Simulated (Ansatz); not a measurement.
Total energies of `CSC(=O)O`.

Z-matrix (Å, degrees):
```
C
S 1 1.800
H 1 1.088 2 111.1
H 1 1.088 2 111.1 3 123.1
H 1 1.091 2 105.5 3 -118.4
C 2 1.754 1 103.6 3 -61.6
O 6 1.344 2 113.8 1 -0.0
O 6 1.198 2 122.2 1 180.0
H 7 0.968 6 105.8 2 -180.0
```

The species carries charge 0 and has multiplicity 1. The structure was optimised at the PBE0-D4/def2-TZVP level. It is one conformer, not always the lowest. Basis def2-TZVPP, Ansatz 0.2.0.

RPA on PBE orbitals: Hartree–Fock energy of these orbitals -625.38141 Eh, correlation -1.53267 Eh (frozen core).

```json
{"functional": "LDA (SPW92)", "energy without D4 (Eh)": "-624.23328", "D4 term (kJ/mol)": "–"}
{"functional": "PBE", "energy without D4 (Eh)": "-626.96617", "D4 term (kJ/mol)": "-17.6"}
{"functional": "BLYP", "energy without D4 (Eh)": "-627.33380", "D4 term (kJ/mol)": "-39.8"}
{"functional": "r2SCAN", "energy without D4 (Eh)": "-627.24587", "D4 term (kJ/mol)": "-4.2"}
{"functional": "B97M-V", "energy without D4 (Eh)": "-627.24384", "D4 term (kJ/mol)": "–"}
{"functional": "PBE0", "energy without D4 (Eh)": "-626.99830", "D4 term (kJ/mol)": "-14.7"}
{"functional": "B3LYP", "energy without D4 (Eh)": "-627.40780", "D4 term (kJ/mol)": "-28.5"}
{"functional": "r2SCANh", "energy without D4 (Eh)": "-627.22896", "D4 term (kJ/mol)": "-4.5"}
{"functional": "HSE06 (plane-wave form)", "energy without D4 (Eh)": "-626.98010", "D4 term (kJ/mol)": "-13.6"}
{"functional": "BHLYP", "energy without D4 (Eh)": "-627.25815", "D4 term (kJ/mol)": "-20.5"}
{"functional": "LC-ωPBE", "energy without D4 (Eh)": "-627.13294", "D4 term (kJ/mol)": "–"}
{"functional": "ωB97X-V", "energy without D4 (Eh)": "-627.25371", "D4 term (kJ/mol)": "–"}
{"functional": "ωB97M-V", "energy without D4 (Eh)": "-627.29072", "D4 term (kJ/mol)": "–"}
{"functional": "B2PLYP", "energy without D4 (Eh)": "-627.09622", "D4 term (kJ/mol)": "–"}
```

Question: Give the same for revPBE, r2SCAN0, CAM-B3LYP, PBE-QIDH. (Best estimate.)

Answer: The calculation gave: 
| functional | energy without D4 (Eh) | D4 term (kJ/mol) |
| --- | --- | --- |
| revPBE | -627.25125 | -59.0 |
| r2SCAN0 | -627.20501 | -4.9 |
| CAM-B3LYP | -627.30807 | -14.7 |
| PBE-QIDH | -626.87661 | – |

B3LYP takes the VWN-RPA correlation (the form of Gaussian; ORCA's B3LYP/G). HSE06 is the plane-wave form, built on full-range PBE exchange. The double hybrids freeze the cores in their second-order part.

LC-ωPBE has ω = 0.4 bohr⁻¹.
